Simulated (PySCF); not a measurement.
**Two-dimensional NMR puzzle**

Compound of formula C3H6O. Correlations simulated from computed shifts and the bond graph:

HSQC (one-bond C–H):
```
  δH     δC
6.51  150.7
5.47  123.6
5.36  123.6
4.12   72.0
```

COSY cross peaks (H two or three bonds apart, from the bond graph; peaks can be absent where the dihedral angle is near 90°):
```
  δH    δH
6.51  5.47
6.51  5.36
6.51  4.12
5.47  5.36
```

HMBC (two and three bonds, from the bond graph):
```
  δH            δC
6.51   123.6, 72.0
5.47   150.7, 72.0
5.36   150.7, 72.0
4.12  150.7, 123.6
```

Theoretical values (PySCF 2.14): shielding tensors at B97-2/pcSseg-2 (GIAO), geometry from PBE0-D3(BJ)/def2-TZVP. Single conformer, fast rotation and ring inversion assumed for equivalent nuclei, relativity neglected, isolated molecule.

Shifts are taken against calculated references (same method and geometry level): ¹H, ¹³C against TMS.

Exchangeable hydrogens are left out of these lists.

Q: Assemble the structure.

A: `C(C=C)O`.

Structure with atom numbers: `[CH2:1]=[CH:2][CH2:3][OH:4]`; H(Xn) means a hydrogen on atom n. Ha(C1) is cis to C3; Hb(C1) is trans to C3.

1. δC 150.7 is C2, an alkene CH (δH 6.51).
2. δC 123.6 is C1, a terminal =CH2 carbon (δH 5.36, 5.47).
3. δC 72.0 is C3, an allylic sp3 CH2 bonded to O (δH 4.12).
4. COSY links 6.51–5.47, 6.51–5.36, 6.51–4.12, 5.47–5.36.

OH/NH shifts are gas-phase values; hydrogen bonding in solution moves them, usually downfield. Shifts are as computed. Against solution values, carbons near 30 ppm lie about +3 ppm off and those near 130 ppm about +7 ppm. Of 1211 compounds with measured shifts, 218 miss one by over three times the rms of a fit or turn the order of signals round; such compounds aren't used in these exercises.
